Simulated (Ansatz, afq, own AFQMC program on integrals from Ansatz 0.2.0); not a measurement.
## Atomization energy of Al$_{2}$H$_{2}$, singlet

```xyz
4

Al    0.0000   -0.1535    1.3084
Al    0.0000    0.1535   -1.3084
H     0.0000    1.1439    2.2825
H     0.0000   -1.1439   -2.2825
```

Connectivity, by distances: AlH–AlH.

Atoms in their ground-state spins without spin–orbit coupling (mostly on UHF) minus the molecule (RHF), without zero-point energy. The geometry is a stationary point, not shown to be a minimum.

Basis cc-pVDZ. Noble-gas cores (and the filled d shells of Ga–Kr and In–Xe) are frozen. Ansatz 0.2.0 and our own AFQMC program on the same integrals; the CISD trial comes from CCSD amplitudes, and released means the phaseless constraint is let go. ± is one standard error of the sampling. The errors of all members are added in quadrature.

No full CI on the walks' own integrals is used here; CCSDT(Q) serves as the reference and is uncertain by about the last step of the cluster series. Each member takes its own surest rung, up to full CI.

The best estimate is CCSD(T) at the basis-set limit (CBS: def2-TZVPP and def2-QZVPP, with their diffuse functions for anions and beside diffuse sets, CCSD(T) itself extrapolated) plus the step from CCSD(T) to CCSDT(Q) in cc-pVDZ. Rows without CBS are in cc-pVDZ; B2PLYP and the wave-function rows carry a basis error of their own. Core correlation and relativity beyond core potentials are missing, and ± holds the sampling alone.

Cautions: Al₂H₂ (singlet): restricted determinant unstable towards unrestricted (UHF 377 meV lower, ⟨S²⟩ 0.73), strong correlation (T1 0.024, weight of the determinant 0.83, largest double 0.21).

| level | atomization energy (kJ/mol) |
| --- | --- |
| MP2 | 593.0 |
| CCSD | 609.3 |
| HF | 447.1 |

**Question.** From these cheaper values, estimate the atomization energy at the level of the best estimate.

**Answer.** 693.3 kJ/mol (best estimate, highest rung CCSDT(Q)).

```json
{"level": "CCSD(T)", "atomization energy (kJ/mol)": "620.1", "error against the best estimate (kJ/mol)": "-73.2"}
{"level": "ph-AFQMC/CISD", "atomization energy (kJ/mol)": "622.4 ± 0.9", "error against the best estimate (kJ/mol)": "-70.9 ± 0.9"}
{"level": "released AFQMC", "atomization energy (kJ/mol)": "622.1 ± 1.2", "error against the best estimate (kJ/mol)": "-71.2 ± 1.2"}
{"level": "HF/CBS", "atomization energy (kJ/mol)": "462.8", "error against the best estimate (kJ/mol)": "-230.5"}
{"level": "MP2/CBS", "atomization energy (kJ/mol)": "662.4", "error against the best estimate (kJ/mol)": "-30.9"}
{"level": "CCSD(T)/CBS", "atomization energy (kJ/mol)": "690.3", "error against the best estimate (kJ/mol)": "-3.0"}
{"level": "surest rungs in cc-pVDZ", "atomization energy (kJ/mol)": "623.1", "error against the best estimate (kJ/mol)": "-70.2"}
```

Correlation beyond CCSD(T) adds 3.0 kJ/mol. Going to the basis-set limit adds 70.2 kJ/mol at CCSD(T). The perturbative (T) step is worth +10.8 kJ/mol. Where the cautions show a poor determinant, the low rows tell how each method copes with it, not its usual error.

Best estimates are given only where the step beyond CCSD(T) is under 0.3 eV and no member's determinant is very poor (T1 over 0.05, or 0.07 for open shells, ⟨S²⟩ too high by 0.3, two states mixed), so the hardest cases are missing from such tables.

Each member of a difference takes its own highest rung, so a best estimate needn't equal the limit plus the step of one row. A walk keeps the symmetry of its determinant, which the program's search chose and which needn't be the lowest solution, so a lower state of the same spin and another symmetry isn't excluded. Released energies are given only where the last usable release times agree within the noise; a slower fall can still hide under it.
